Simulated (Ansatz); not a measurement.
Born–Oppenheimer molecular dynamics of FHSi (3 atoms, charge 0, multiplicity 1). It starts from a relaxed structure.

All numbers below come from UKS PBE/def2-SVP (Ansatz).

```json
{
  "ensemble": "NVE (Milne-controlled integrator)",
  "time step": "1 fs",
  "steps asked": "150",
  "starting velocities drawn for": "3000 K",
  "seed": "682483"
}
```

First frame:

```xyz
3
Properties=species:S:1:pos:R:3
F -1.120 0.028 -0.618
Si 0.193 0.637 0.178
H 0.916 -0.730 0.427
```

Problem. How far do the bonds stretch over the last three quarters of this one trajectory? (Pairs bonded in most of those frames.)

Solution. 
| bond | mean (Å) | spread (Å) | shortest | longest |
| --- | --- | --- | --- | --- |
| F1–Si2 | 1.657 | 0.031 | 1.60 | 1.71 |
| Si2–H3 | 1.615 | 0.132 | 1.39 | 1.82 |

Mean temperature of the second half: 1524 K. The conserved energy stayed within 0.51 meV per atom of its start (net change -0.031 meV per atom), so the integration is sound. The temperature averaged 0.51 of the 3000 K drawn at the start: a run that starts near a minimum puts about half its kinetic energy into the potential. A run of 0.15 ps of so small a system gives no equilibrium averages.

Run time: 55 s on 1 thread of Intel(R) Xeon(R) 6975P-C (Granite Rapids), on a shared host, peak memory 0.097 GiB.
